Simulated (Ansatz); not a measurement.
System: 2H WS2. Method: PBEsol (PAW; Ansatz, a quantum-chemistry and plane-wave program).

Run with plane-wave cutoff 520 eV, 12×12×4 k mesh (along the axes of the cell as run), Fermi–Dirac smearing 0.01 eV, no spin polarisation, scalar-relativistic PAW data made under PBE.

Energies at three volumes about the minimum:

| V (Å³/atom) | E − E_lowest (meV/atom) |
|---|---|
| 17.772 | 0.48 |
| 18.135 | 0.00 |
| 18.497 | 0.33 |

### Question
Fit a parabola by hand: where is the minimum, and what is the bulk modulus?

### Answer
Slopes: (0.00 − 0.48)/(18.135 − 17.772) = -1.322 and (0.33 − 0.00)/(18.497 − 18.135) = 0.912 meV/Å³. Curvature E″ = 2 × (0.912 − (-1.322))/(18.497 − 17.772) = 6.163 meV/Å⁶. From the middle of the first interval, the slope vanishes at V0 = 17.9535 − (-1.322)/6.163 = 18.168 Å³/atom. B = V0 E″ = 18.168 × 6.163 meV/Å³ × 0.1602 GPa per meV/Å³ = 17.9 GPa. The full Birch–Murnaghan fit to all volumes gives V0 = 18.138 Å³/atom and B0 = 18.0 GPa.

Shape and atoms are relaxed at each volume.

Measured, for comparison: bulk modulus 61 ± 1 GPa (room temperature, no zero-point or thermal correction; as tabulated in High pressure x-ray diffraction study of tungsten disulfide, J. Phys. Chem. …). Computed less measured: bulk modulus -70 %.

Note: the cell comes from a level without a dispersion term, which matters for the spacing of layers, chains or molecules; the cell has widely spaced layers and the level no dispersion term, so their spacing and the moduli can rest on weak binding.
